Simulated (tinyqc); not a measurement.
Extended Hueckel theory, for N2+, step by step. The parameters take no account of the charge, which enters only through the electron count. One step of it, computed by the program tinyqc.

Question. Wolfsberg-Helmholz matrix. H_ij = K' S_ij (H_ii + H_jj)/2 for i != j (the diagonal keeps H_ii), with K' = 1.5.

overlap S:
```
            1N 2s    1N 2px    1N 2py     1N 2pz     2N 2s    2N 2px    2N 2py     2N 2pz
1N 2s    1.000000  0.000000  0.000000   0.000000  0.440940  0.000000  0.000000  -0.435148
1N 2px   0.000000  1.000000  0.000000   0.000000  0.000000  0.273513  0.000000   0.000000
1N 2py   0.000000  0.000000  1.000000   0.000000  0.000000  0.000000  0.273513   0.000000
1N 2pz   0.000000  0.000000  0.000000   1.000000  0.435148  0.000000  0.000000  -0.323779
2N 2s    0.440940  0.000000  0.000000   0.435148  1.000000  0.000000  0.000000   0.000000
2N 2px   0.000000  0.273513  0.000000   0.000000  0.000000  1.000000  0.000000   0.000000
2N 2py   0.000000  0.000000  0.273513   0.000000  0.000000  0.000000  1.000000   0.000000
2N 2pz  -0.435148  0.000000  0.000000  -0.323779  0.000000  0.000000  0.000000   1.000000
```

diagonal H_ii (eV): 1N 2s -26.000000, 1N 2px -13.400000, 1N 2py -13.400000, 1N 2pz -13.400000, 2N 2s -26.000000, 2N 2px -13.400000, 2N 2py -13.400000, 2N 2pz -13.400000

K = 1.500000

Give: H.

Answer.

H (eV):
```
           1N 2s    1N 2px    1N 2py    1N 2pz     2N 2s    2N 2px    2N 2py    2N 2pz
1N 2s   -26.0000    0.0000    0.0000    0.0000  -17.1967    0.0000    0.0000   12.8586
1N 2px    0.0000  -13.4000    0.0000    0.0000    0.0000   -5.4976    0.0000    0.0000
1N 2py    0.0000    0.0000  -13.4000    0.0000    0.0000    0.0000   -5.4976    0.0000
1N 2pz    0.0000    0.0000    0.0000  -13.4000  -12.8586    0.0000    0.0000    6.5080
2N 2s   -17.1967    0.0000    0.0000  -12.8586  -26.0000    0.0000    0.0000    0.0000
2N 2px    0.0000   -5.4976    0.0000    0.0000    0.0000  -13.4000    0.0000    0.0000
2N 2py    0.0000    0.0000   -5.4976    0.0000    0.0000    0.0000  -13.4000    0.0000
2N 2pz   12.8586    0.0000    0.0000    6.5080    0.0000    0.0000    0.0000  -13.4000
```
